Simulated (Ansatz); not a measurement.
Relaxation of BClFH₃ (6 atoms, charge 0, multiplicity 1), to a largest force component of 0.03 eV/Å in at most 50 steps.

Theory: Ansatz, UKS PBE-D4/def2-SVPD.

```xyz
6
Properties=species:S:1:pos:R:3:forces:R:3
B -0.700 -0.317 -0.475 0.11 -0.39 0.74
F 1.458 1.128 0.287 0.08 0.69 -0.92
H -0.111 -0.773 -1.424 -0.03 0.00 0.06
H -1.409 0.659 -0.470 0.02 -0.06 0.02
H 1.337 0.552 0.991 -0.15 -0.75 0.93
Cl -0.576 -1.249 1.091 -0.04 0.52 -0.83
```

Problem. Where does it end, and by what steps?

Solution. The run converged. After 7 steps the energy has fallen by 0.060 eV; F2 moved furthest, 0.34 Å.

```json
{"step": "0", "energy less start (eV)": "0.0000", "largest force component (eV/Å)": "0.930", "accepted": "yes"}
{"step": "1", "energy less start (eV)": "-0.0157", "largest force component (eV/Å)": "0.916", "accepted": "yes"}
{"step": "2", "energy less start (eV)": "0.0026", "largest force component (eV/Å)": "1.006", "accepted": "no"}
{"step": "3", "energy less start (eV)": "-0.0450", "largest force component (eV/Å)": "0.559", "accepted": "yes"}
{"step": "4", "energy less start (eV)": "-0.0555", "largest force component (eV/Å)": "0.195", "accepted": "yes"}
{"step": "5", "energy less start (eV)": "-0.0582", "largest force component (eV/Å)": "0.119", "accepted": "yes"}
{"step": "6", "energy less start (eV)": "-0.0595", "largest force component (eV/Å)": "0.039", "accepted": "yes"}
{"step": "7", "energy less start (eV)": "-0.0597", "largest force component (eV/Å)": "0.024", "accepted": "yes"}
```

```xyz
6
Properties=species:S:1:pos:R:3
B -0.567 -0.240 -0.411
F 1.185 0.972 0.152
H -0.027 -0.721 -1.375
H -1.316 0.703 -0.426
H 1.258 0.497 0.964
Cl -0.533 -1.212 1.095
```

Whether the end is a true minimum wasn't checked by a vibrational analysis.

The run took 13 s on 2 threads of Arm Neoverse V2, on a shared host, peak memory 0.17 GiB.
